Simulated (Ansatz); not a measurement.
# How far each method lies from UCCSDTQ for [H···H···OH], doublet

Geometry: a point of a hydrogen-transfer path between rigid fragments, not a stationary point.

```yaml
atoms:
  - { symbol: H, position_ang: [-2.0678, 0.0498, 0.0000] }
  - { symbol: H, position_ang: [-1.1058, 0.0498, 0.0000] }
  - { symbol: O, position_ang: [0.1732, 0.0498, 0.0000] }
  - { symbol: H, position_ang: [0.4250, -0.8901, 0.0000] }
```

Basis cc-pVDZ; Ansatz 0.2.0. Correlated methods freeze the noble-gas cores, which leaves 9 electrons in 28 orbitals. Prefix R: restricted or restricted open-shell reference; prefix U: unrestricted. Active spaces: pair = (3e, 3o) about the gap; valence = (9e, 7o) chosen from the atoms' valence shells.

Full CI isn't at hand for all of this; UCCSDTQ serves as the reference, and is uncertain by about the last step of the cluster series. The frozen core follows each run's orbitals, which can shift R against U totals by a few meV.

For open shells CISD is restricted-active-space CI with the open shells as a complete middle space.

- UHF ⟨S²⟩: 0.811
- T1 diagnostic (RCCSD): 0.0497
- largest doubles amplitude (RCCSD): 0.068
- T1 diagnostic (UCCSD): 0.0263

```tsv
level	E − E(UCCSDTQ) (kcal/mol)	share of correlation (%)	wall time
RHF	151.17	0.00	–
UHF	141.52	6.38	–
RMP2	18.32	87.88	–
UMP2	17.39	88.50	–
CISD	12.24	91.90	0.7 s
RCCSD	3.18	97.90	–
UCCSD	2.96	98.04	–
RCCSD(T)	0.61	99.60	0.89 s
UCCSD(T)	0.58	99.62	0.83 s
BCCD(T)	0.58	99.61	1 s
RCCSDT	0.32	99.79	–
UCCSDT	0.30	99.80	–
RCCSDT(Q)	-0.01	100.01	9 s
UCCSDT(Q)	-0.01	100.01	8 s
RCCSDTQ	0.01	99.99	17 s (H100)
CASSCF (pair space)	128.30	15.13	–
NEVPT2 (pair space)	11.45	92.42	0.38 s
CASSCF (valence space)	107.48	28.90	–
NEVPT2 (valence space)	16.50	89.08	0.51 s
NEVPT4(SD) (valence space)	1.54	98.98	0.91 s
MRCISD (valence space)	4.94	96.73	–
MRCISD+Q (valence space)	0.51	99.66	1.3 s
```

The correlation energy at UCCSDTQ, counted from RHF, is -6.555 eV. That run took 13 s on 2 threads of AMD EPYC 7R13 with a shared H100 80 GB, shared host.

Times hold each run's SCF and search for its determinant on a shared host, so for small cases they say little of a method's own cost; rows without a card ran on 1 thread of AMD EPYC 7R13.

Natural occupations of CASSCF (valence space) about the gap: 1.999 1.997 1.975 1.954 1.002 0.047 0.026; effectively unpaired electrons, Σ n²(2−n)², 1.02.
